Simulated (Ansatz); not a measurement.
Density of states of Zr₄O (R-3, a = 5.581 Å, b = 5.581 Å, c = 30.846 Å, α = 90.00°, β = 90.00°, γ = 120.00°), in states per eV and primitive cell, averaged over bins of 0.5 eV. Computed with DFT PBEsol, scalar-relativistic, plane waves, PAW (Ansatz 0.2.0).

Settings: cutoff 420 eV, Γ-centred mesh 6×6×6 on the computed 15-atom cell, Gaussian smearing of 0.10 eV; no spin polarisation.

The cell is relaxed at this level. The states (both spins) are summed by tetrahedra on a 9×9×9 mesh at the self-consistent density. Energies are bin centres; the table starts no lower than −8 eV and ends at 6 eV, or lower where the solved bands end.

It is a metal at this level.

```
E − E_F (eV) total Zr 4d O 2p Zr 5s Zr 4p
       -7.30  12.00   2.51   8.37   0.78   0.15
       -6.80  16.71   2.98  12.43   0.73   0.37
       -6.30   7.29   0.98   5.81   0.20   0.21
       -5.80   0.00   0.00   0.00   0.00   0.00
       -5.30   0.00   0.00   0.00   0.00   0.00
       -4.80   0.26   0.03   0.01   0.19   0.00
       -4.30   0.89   0.12   0.04   0.64   0.02
       -3.80   1.53   0.29   0.07   1.04   0.04
       -3.30   2.84   0.82   0.12   1.71   0.08
       -2.80   5.52   2.86   0.17   2.25   0.12
       -2.30  12.77   9.68   0.31   2.41   0.18
       -1.80  16.15  13.26   0.37   2.01   0.24
       -1.30  15.82  13.48   0.25   1.42   0.26
       -0.80  16.97  14.68   0.24   1.14   0.25
       -0.30  10.58   9.28   0.16   0.54   0.13
        0.20  12.19  11.02   0.11   0.46   0.09
        0.70  14.69  12.96   0.12   0.70   0.10
        1.20  15.25  13.34   0.20   0.72   0.08
        1.70  11.18  10.24   0.25   0.24   0.03
        2.20  15.13  13.59   0.72   0.27   0.04
        2.70  12.20  10.96   0.58   0.22   0.02
        3.20  13.53  11.83   0.63   0.36   0.03
        3.70  17.91  15.09   0.70   0.89   0.06
```

The columns after the total are the main Löwdin projections on the occupied valence shells of the potentials; 2 others are left out. The rest of the total lies in those, in shells that are empty in the free atom, which aren't projected, and between the atoms.

Whether Zr4O exists in this form wasn't checked.

Cost: 1 run of about 3.2 core-minutes, on Intel Xeon 6975P-C (Granite Rapids) (shared hosts).